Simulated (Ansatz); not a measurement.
Litharge SnO was calculated with r²SCAN in Ansatz (PAW).

Run with plane-wave cutoff 600 eV, 10×10×8 k mesh (along the axes of the cell as run), finite displacements, scalar-relativistic PAW data made under PBE.

Cell (relaxed at this level):

```cif
data_O2Sn2
_chemical_formula_sum 'Sn2 O2'
_space_group_name_H-M_alt 'P4/nmm :1'
_space_group_IT_number 129
_space_group_name_Hall 'P 4ab 2ab -1ab'
_cell_length_a 3.80768
_cell_length_b 3.80768
_cell_length_c 4.93669
_cell_angle_alpha 90.000
_cell_angle_beta 90.000
_cell_angle_gamma 90.000
loop_
_space_group_symop_operation_xyz
  'x, y, z'
  '-y+1/2, x+1/2, z'
  '-x, -y, z'
  'y+1/2, -x+1/2, z'
  'x+1/2, -y+1/2, -z'
  '-y, -x, -z'
  '-x+1/2, y+1/2, -z'
  'y, x, -z'
  '-x+1/2, -y+1/2, -z'
  'y, -x, -z'
  'x+1/2, y+1/2, -z'
  '-y, x, -z'
  '-x, y, z'
  'y+1/2, x+1/2, z'
  'x, -y, z'
  '-y+1/2, -x+1/2, z'
loop_
_atom_site_label
_atom_site_type_symbol
_atom_site_symmetry_multiplicity
_atom_site_Wyckoff_symbol
_atom_site_fract_x
_atom_site_fract_y
_atom_site_fract_z
_atom_site_occupancy
Sn1 Sn 2 c 0.00000 0.50000 0.23236 1
O1 O 2 a 0.00000 0.00000 0.00000 1
```

### Question
Give the computed high-frequency dielectric constant (mean over three axes) and static dielectric constant (mean over three axes).

### Answer

high-frequency dielectric constant (mean over three axes): 6.94
static dielectric constant (mean over three axes): 17.8

Note: the cell comes from a level without a dispersion term, which matters for the spacing of layers, chains or molecules.

Spin–orbit coupling is not included.

Ansatz is a quantum-chemistry and plane-wave program.
